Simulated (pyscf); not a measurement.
# Four-centre exchange: HO–SiH•–O–SiH₂–F + H₂ → F–SiH₂–O–SiH₂• + H₂O

Gas phase, doublet surface, charge 0. Bonds broken: Si4–O10, H7–H8. Bonds formed: Si4–H8, H7–O10. Single points on ωB97X-D3(BJ)/def2-SVP structures (PySCF, gas phase).

Transition state (Å):

```xyz
11

F      2.4688    -0.8484    -0.6330
Si     1.9648     0.3962     0.2779
O      0.5312     0.9562    -0.3166
Si    -1.0068     0.2812    -0.4348
H      1.7972    -0.1065     1.6630
H      2.9662     1.4808     0.1694
H     -1.9632     1.6426     0.2979
H     -1.8755     0.9210     0.9659
H     -0.8624    -0.9838     0.4139
O     -1.7893     1.9278    -0.9405
H     -1.1066     2.5856    -1.1513
```

One imaginary mode, 1396i cm⁻¹; descent along it reached the two sides named.

```json
[
 {"bond": "Si4–O10", "change": "breaks", "reactant side (Å)": "1.667", "saddle": "1.892", "product side": "2.8"},
 {"bond": "H7–H8", "change": "breaks", "reactant side (Å)": "0.761", "saddle": "0.987", "product side": "2.8"},
 {"bond": "Si4–H8", "change": "forms", "reactant side (Å)": "3.7", "saddle": "1.768", "product side": "1.495"},
 {"bond": "H7–O10", "change": "forms", "reactant side (Å)": "2.549", "saddle": "1.283", "product side": "0.966"}
]
```

Electronic energies relative to the separated reactants (kcal/mol):

```
level                   barrier  reaction energy  reverse barrier
----------------------  -------  ---------------  ---------------
ωB97X-D3(BJ)/def2-TZVP     54.2            +21.6             32.6
PBE/def2-TZVP              45.6            +20.0             25.6
r²SCAN/def2-TZVP           49.8            +22.6             27.2
B3LYP-D3(BJ)/def2-TZVP     53.3            +21.4             31.9
PBE0-D3(BJ)/def2-TZVP      48.9            +19.6             29.2
M06-2X/def2-TZVP           55.4            +23.9             31.5
ωB97M-D3(BJ)/def2-TZVP     52.4            +20.9             31.5
HF/def2-TZVP               70.3            +17.1             53.2
```

With ωB97M-D3(BJ)/def2-TZVP energies and thermal terms (ideal gas, 1 atm, RRHO with modes under 100 cm⁻¹ raised to 100, one conformer, R ln 2 for chiral ones without a mode under 150 cm⁻¹), in kcal/mol:

```json
[
 {"T (K)": "298", "ΔH‡": "53.0", "ΔG‡": "61.4", "ΔH": "+23.4", "ΔG": "+20.3"},
 {"T (K)": "600", "ΔH‡": "52.0", "ΔG‡": "70.5", "ΔH": "+22.5", "ΔG": "+17.5"},
 {"T (K)": "900", "ΔH‡": "51.8", "ΔG‡": "79.7", "ΔH": "+21.6", "ΔG": "+15.2"},
 {"T (K)": "1200", "ΔH‡": "52.0", "ΔG‡": "89.0", "ΔH": "+20.8", "ΔG": "+13.2"}
]
```

At the saddle there is also a short H–Si contact that neither side keeps. This is the saddle that the search found; another between the same sides may lie lower.
